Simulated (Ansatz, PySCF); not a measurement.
Dissociation curve of SMILES C#C (C2H2), singlet. The C1–C3 bond (C1 also carries H; C3 carries H) is varied alone, starting from the PBE0/def2-TZVP optimised geometry. Each curve is given relative to its own lowest point near equilibrium.

```csv
R / Å,A,B,C,D
0.96,510.8,542.5,570.0,548.1
1.02,248.1,273.8,296.1,277.9
1.08,93.2,111.5,127.7,114.0
1.11,46.9,61.1,73.9,62.9
1.17,2.6,7.6,13.0,8.2
1.20,0.0,0.0,1.5,0.0
1.23,7.9,2.6,0.0,2.1
1.26,24.6,13.9,7.0,12.9
1.31,68.5,48.3,33.8,46.6
1.39,169.4,132.7,105.5,130.4
1.47,294.3,240.1,199.2,237.7
1.62,557.8,468.3,400.1,467.3
1.78,843.8,714.9,615.9,717.5
2.00,1205.7,1022.0,879.6,1032.8
2.14,1408.7,1191.4,1021.0,1208.6
2.37,1694.2,1426.0,—,1454.5
2.66,1977.6,1654.7,—,1697.2
2.97,2205.0,—,—,1891.5
3.25,2359.5,—,—,2024.4
3.60,2503.2,—,—,2149.5
4.16,2655.9,—,—,2285.9
```

Energies in kJ/mol.

Task: Match the curves with the methods RHF/cc-pVDZ run with PySCF 2.14.0; restricted M06-2X/cc-pVDZ run with PySCF; restricted PBE/cc-pVDZ (Ansatz, an electronic-structure program); restricted wB97X-V/cc-pVDZ (PySCF 2.14.0).

Result: A is RHF; B is RKS-M06-2X; C is RKS-PBE; D is RKS-wB97X-V.

A dash means that the run gave no value there, or that the column was ended at a point which the program doubted or which failed a test of continuity chosen for this set; such a test can also cut sound points.

The restricted form behind RHF, RKS-PBE, RKS-wB97X-V, RKS-M06-2X keeps the bonding electrons paired and can't separate into open-shell fragments.
